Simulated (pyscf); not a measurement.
Structures and frequencies: ωB97X-D3(BJ)/def2-SVP in PySCF.

SMILES: N(=N)[SiH3]
```xyz
7

N      0.1140     1.5461    -0.5040
N      0.5856     0.4489    -0.1875
Si    -0.4338    -1.0062     0.1305
H     -0.9389     1.5236    -0.5629
H     -0.0256    -2.0588    -0.8346
H     -0.1680    -1.4436     1.5247
H     -1.8733    -0.6279    -0.0552
```
Charge 0, spin multiplicity 1.

How much does it cost (ΔH, 298 K, ωB97M-D3(BJ)/def2-TZVP) to split HN=N–SiH₃ (SMILES N=N[SiH3]) at its H–Si bond into HN=N–SiH₂• + H•?

H–Si to HN=N–SiH₂• + H•: 87.0 kcal/mol. The 7 functionals that were run give +77.4 (PBE) to +87.0 kcal/mol (ωB97M-D3(BJ)). The radicals are drawn with the spin at the cut bond; how far it spreads was not checked. HN=N–SiH₃ lies 71.5 kcal/mol over its isomer H₂N–Si:–NH₂ [singlet], and others may lie lower still (electronic energy, ωB97M-D3(BJ)). HN=N–SiH₂• lies 53.7 kcal/mol over its isomer [HN=Si–NH₂]•, and others may lie lower still (electronic energy, ωB97M-D3(BJ)).
